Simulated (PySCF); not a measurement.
**HCl (hydrogen chloride): QCISD(T)/6-31G**

Aim: the energy change on altering one bond length of HCl (hydrogen chloride) at QCISD(T)/6-31G, from 2 runs. Input form: a Python script.

The results are computed with PySCF 2.14.0.

12 further runs of the same task are left out: 3 that didn't finish, 9 set aside as unsound or not needed.

### 1 The structure to begin with

The species is HCl (2 atoms), meant as a singlet with charge 0. As SMILES, `Cl`. Geometry: relaxed at PBE0-D4/def2-TZVP.

Bond lengths: Cl1–H2 1.279 Å.

### 2 A single-point energy at QCISD(T)/6-31G

Input file job.py:

```python
from pyscf import gto, scf, cc

mol = gto.Mole()
mol.atom = 'Cl 0.546000 -0.178500 0.280800; H -0.546000 0.178500 -0.280800'
mol.basis = '6-31g'
mol.spin = 0
mol.charge = 0
mol.verbose = 4
mol.max_memory = 1860
mol.build()

hf = scf.RHF(mol)
hf.conv_tol = 1e-10
hf.kernel()
if not hf.converged:
    hf = hf.newton().run(hf.mo_coeff, hf.mo_occ)

mycc = cc.QCISD(hf, frozen=5)
mycc.kernel()
e_t = mycc.qcisd_t()
etot = mycc.e_tot + e_t
print(f'total energy: {etot:.8f} hartree')
```

Run with:

```console
OMP_NUM_THREADS=1 python job.py
```

Output:

```text
PySCF version 2.14.0

[INPUT] num. atoms = 2
[INPUT] num. electrons = 18
[INPUT] charge = 0
[INPUT] spin (= nelec alpha-beta = 2S) = 0
[INPUT] symmetry False subgroup None
[INPUT] Mole.unit = angstrom
[INPUT] Symbol           X                Y                Z      unit          X                Y                Z       unit  Magmom
[INPUT]  1 Cl     0.546000000000  -0.178500000000   0.280800000000 AA    1.031790464013  -0.337316113235   0.530635095778 Bohr   0.0
[INPUT]  2 H     -0.546000000000   0.178500000000  -0.280800000000 AA   -1.031790464013   0.337316113235  -0.530635095778 Bohr   0.0

nuclear repulsion = 7.03477695309743
number of shells = 9
number of NR pGTOs = 50
number of NR cGTOs = 15
basis = 6-31g
ecp = {}

******** <class 'pyscf.scf.hf.RHF'> ********
method = RHF
initial guess = minao
damping factor = 0
level_shift factor = 0
DIIS = <class 'pyscf.scf.diis.CDIIS'>
diis_start_cycle = 1
diis_space = 8
diis_damp = 0
SCF conv_tol = 1e-10
SCF conv_tol_grad = None
SCF max_cycles = 50
direct_scf = True
direct_scf_tol = 1e-13
Set gradient conv threshold to 1e-05
Initial guess from minao.
init E= -459.95399175061
  HOMO = -0.452867228613594  LUMO = 0.116919879755054  gap/eV = 15.50470
cycle= 1 E= -460.019860480812  delta_E= -0.0659  |g|= 0.195  |ddm|= 0.97
  HOMO = -0.456506518741742  LUMO = 0.142490264678377  gap/eV = 16.29953
cycle= 2 E= -460.036396472154  delta_E= -0.0165  |g|= 0.0408  |ddm|= 0.375
  HOMO = -0.483826520543187  LUMO = 0.15321228085427  gap/eV = 17.33471
cycle= 3 E= -460.036975293202  delta_E= -0.000579  |g|= 0.00876  |ddm|= 0.0776
  HOMO = -0.47888422225303  LUMO = 0.159001123413316  gap/eV = 17.35774
cycle= 4 E= -460.037011917265  delta_E= -3.66e-05  |g|= 0.00176  |ddm|= 0.02
  HOMO = -0.479290903402561  LUMO = 0.159215325523411  gap/eV = 17.37464
cycle= 5 E= -460.03701393113  delta_E= -2.01e-06  |g|= 0.000178  |ddm|= 0.00514
  HOMO = -0.479338904652758  LUMO = 0.159233222609395  gap/eV = 17.37643
cycle= 6 E= -460.037013951514  delta_E= -2.04e-08  |g|= 2.09e-05  |ddm|= 0.000462
  HOMO = -0.479335466754161  LUMO = 0.159232677062337  gap/eV = 17.37632
cycle= 7 E= -460.037013951737  delta_E= -2.23e-10  |g|= 7.21e-07  |ddm|= 8.3e-05
  HOMO = -0.479335488888022  LUMO = 0.159232964449941  gap/eV = 17.37633
cycle= 8 E= -460.037013951737  delta_E= -4.55e-13  |g|= 6.61e-08  |ddm|= 1.63e-06
  HOMO = -0.479335494806628  LUMO = 0.159232926502505  gap/eV = 17.37633
Extra cycle  E= -460.037013951738  delta_E= -1.71e-13  |g|= 1.5e-08  |ddm|= 1.34e-07
converged SCF energy = -460.037013951738

******** <class 'pyscf.cc.qcisd.QCISD'> ********
QCISD nocc = 4, nmo = 10
frozen orbitals 5
max_cycle = 50
direct = 0
conv_tol = 1e-07
conv_tol_normt = 1e-05
diis_space = 6
diis_start_cycle = 0
diis_start_energy_diff = 1e+09
Init t2, MP2 energy = -460.085033710073  E_corr(MP2) -0.0480197583351024
Init E_corr(QCISD) = -0.0480197583351025
cycle = 1  E_corr(QCISD) = -0.0548744750786758  dE = -0.00685471674  norm(t1,t2) = 0.0254086
cycle = 2  E_corr(QCISD) = -0.0567467882091881  dE = -0.00187231313  norm(t1,t2) = 0.00875896
cycle = 3  E_corr(QCISD) = -0.0576945593893258  dE = -0.00094777118  norm(t1,t2) = 0.00339176
cycle = 4  E_corr(QCISD) = -0.0576902122544287  dE = 4.3471349e-06  norm(t1,t2) = 0.000298543
cycle = 5  E_corr(QCISD) = -0.0576884854745194  dE = 1.72677991e-06  norm(t1,t2) = 4.07556e-05
cycle = 6  E_corr(QCISD) = -0.0576888098761742  dE = -3.24401655e-07  norm(t1,t2) = 7.57135e-06
cycle = 7  E_corr(QCISD) = -0.0576887610341453  dE = 4.88420289e-08  norm(t1,t2) = 1.22481e-06
QCISD converged
E(QCISD) = -460.0947027127718  E_corr = -0.05768876103414533
QCISD(T) correction = -0.000373505244591125
total energy: -460.09507622 hartree
```

Run time: 0.74 s. Hardware: 1 thread of Arm Neoverse V1, shared host; peak memory 0.1 GiB.

### 3 The distorted shape, same level

Input file input.py:

```python
from pyscf import gto, cc

mol = gto.M(
    atom='Cl 1.419579 -0.464093 0.730069; H -0.546000 0.178500 -0.280800',
    verbose=3,
    basis='6-31g',
    max_memory=1860,
    spin=0,
)

mf = mol.RHF()
mf.conv_tol = 1e-10
mf.kernel()
if not mf.converged:
    mf = mf.newton().run(mf.mo_coeff, mf.mo_occ)

mycc = cc.QCISD(mf, frozen=5)
mycc.kernel()
e_t = mycc.qcisd_t()
e_tot = mycc.e_tot + e_t
print('Final energy', e_tot)
```

Run with:

```console
OMP_NUM_THREADS=1 python input.py
```

Output:

```text
converged SCF energy = -459.891565079595
E(QCISD) = -459.9994384007247  E_corr = -0.1078733211294833
QCISD(T) correction = -0.00149375504548182
Final energy -460.0009321557702
```

Wall time 0.91 s (1 thread of Arm Neoverse V1, shared host); peak memory 0.12 GiB.

### 4 Outcome

Level: QCISD(T)/6-31G, 5 core orbitals frozen.

| quantity | value |
| --- | --- |
| first shape: total energy | -460.09508 Eh |
| first shape: dipole moment (Hartree–Fock density) | 1.87 D |
| first shape: HOMO energy (Hartree–Fock orbitals) | -13.04 eV |
| first shape: LUMO energy (Hartree–Fock orbitals) | 4.33 eV |
| first shape: HOMO–LUMO gap (Hartree–Fock orbitals) | 17.38 eV |
| first shape: correlation energy (5 core orbitals frozen) | -58.1 mEh |
| first shape: (T) correction | -0.37 mEh |
| first shape: T1 diagnostic | 0.006 |
| distorted shape: total energy | -460.00093 Eh |
| distorted shape: dipole moment (Hartree–Fock density) | 2.71 D |
| distorted shape: HOMO energy (Hartree–Fock orbitals) | -12.22 eV |
| distorted shape: LUMO energy (Hartree–Fock orbitals) | -2.34 eV |
| distorted shape: HOMO–LUMO gap (Hartree–Fock orbitals) | 9.88 eV |
| distorted shape: correlation energy (5 core orbitals frozen) | -109.4 mEh |
| distorted shape: (T) correction | -1.49 mEh |
| distorted shape: T1 diagnostic | 0.034 |
| energy change with the Cl1–H2 bond stretched from 1.279 to 2.302 Å | 2.562 eV |

**Reading.** One bond (distorted shape) is far stretched, which a spin-restricted single reference describes badly; perturbation theory on it can break down and give far too much correlation. With the Cl1–H2 bond stretched from 1.279 to 2.302 Å the energy rises by 2.56 eV (247 kJ/mol). The first shape isn't relaxed at this level, so the change isn't measured from a minimum. A restricted reference can't describe the breaking bond well at this length. The triples (first shape) make up 0.6 % of the correlation energy. The T1 diagnostic (distorted shape) of 0.034 is above the customary mark for such species, so a single reference may not serve. The triples (distorted shape) make up 1.4 % of the correlation energy.
